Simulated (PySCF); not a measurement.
Cl, SMILES `[Cl]` (charge 0, multiplicity 2)

Calculation: TPSSh-D3(BJ)/def2-TZVP run with PySCF.

| Quantity | Result |
|---|---|
| highest occupied spin orbital | -8.78 eV |
| dipole moment | 0.00 D |
| total energy | -460.1642 Ha |
| cost | roughly 2.6 core-seconds |

```xyz
1

Cl     0.0000     0.0000     0.0000
```
Charge 0, spin multiplicity 2.
